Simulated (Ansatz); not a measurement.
# AlClH3N: the cost of one run

Program: Ansatz 0.2.0. Level of theory: RKS PBE-D4/def2-mTZVP. These are calculated values, not measurements.

### Step 1. Starting point

Bond lengths: Al1–Cl2 2.600 Å, Al1–N3 1.721 Å, Al1–H5 1.531 Å, N3–H6 1.006 Å. Angles: Cl2–Al1–N3 83.4°, Cl2–Al1–H5 118.9°, N3–Al1–H5 157.7°, Al1–N3–H6 149.5°.

Coordinates:

```xyz
6

Al   -0.8597    0.0052    0.3497
Cl    0.0711   -1.4035   -1.6279
N     0.7804    0.5043    0.5053
H     0.9065   -0.2542   -0.5871
H    -2.3510   -0.0846    0.6833
H     1.4527    1.2328    0.6767
```

### Step 2. Pulling towards end A

Springs on the bonds that form and break draw the guess towards this end; the thresholds are loose.

Input file input.yaml:

```yaml
crystal:
  periodic: [false, false, false]
  atoms:
    - { symbol: Al, position_ang: [-0.8597, 0.0052, 0.3497] }
    - { symbol: Cl, position_ang: [0.0711, -1.4035, -1.6279] }
    - { symbol: "N", position_ang: [0.7804, 0.5043, 0.5053] }
    - { symbol: H, position_ang: [0.9065, -0.2542, -0.5871] }
    - { symbol: H, position_ang: [-2.351, -0.0846, 0.6833] }
    - { symbol: H, position_ang: [1.4527, 1.2328, 0.6767] }
basis:
  gaussian: { orbitals: def2-mTZVP }
hamiltonian:
  xc: pbe
  dispersion: d4
relax:
  f_tol: 0.15
  max_steps: 25
  restrain:
    - { distance: [3, 1], at: 2.63, k: 30.0 }
    - { distance: [0, 1], at: 2.23, k: 30.0 }
    - { distance: [3, 2], at: 1.02, k: 30.0 }
```

Launch:

```console
> ansatz run input.yaml --threads 2 --pin off --max-ram 3072MiB --backend cpu --events-out ev --progress --plain --runs-dir out
```

Q: Estimate wall time and peak memory on 2 threads of Intel Xeon 6975P-C (Granite Rapids), shared host.

About 6.3 s, with a peak of 0.16 GiB.
